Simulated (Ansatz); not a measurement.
The first iterations of a band of C3H4O (8 atoms, charge 0, multiplicity 1).

Level of theory: RKS PBE0-D4/def2-SVP (Ansatz).

- movable images: 5
- climbing image: yes
- spring: 5.0 eV/Å²
- optimiser: quadratic models (default)
- start path: IDPP
- force threshold: 0.05 eV/Å
- iteration limit: 60
- end points: relaxed

Initial state:

```xyz
8
Properties=species:S:1:pos:R:3
C -0.520 0.794 -0.191
C -0.068 -0.566 0.263
C 1.147 -1.044 0.090
O 2.219 -1.471 -0.061
H -1.353 0.719 -0.908
H -0.866 1.404 0.659
H 0.293 1.346 -0.685
H -0.760 -1.239 0.777
```

Final state:

```xyz
8
Properties=species:S:1:pos:R:3
C -0.496 0.784 -0.281
C 0.039 -0.615 -0.150
C 0.994 -0.973 0.681
O 1.839 -1.294 1.415
H -1.574 0.821 -0.053
H 0.012 1.477 0.404
H -0.359 1.168 -1.305
H -0.363 -1.425 -0.768
```

| iteration | highest image above the first end (eV) | largest band force component (eV/Å) |
| --- | --- | --- |
| 1 | 0.064 | 0.571 |
| 2 | 0.054 | 0.169 |

Problem. Does the band converge within its limit, and where does its top end?

Solution. The forces met the threshold. It ended after 5 iterations with the highest image 0.050 eV above the first end. A vibrational analysis at the climbing image gives one clearly imaginary mode, 163i cm⁻¹: a first-order saddle point.

The run took 68 s on 1 CPU thread of a shared host.
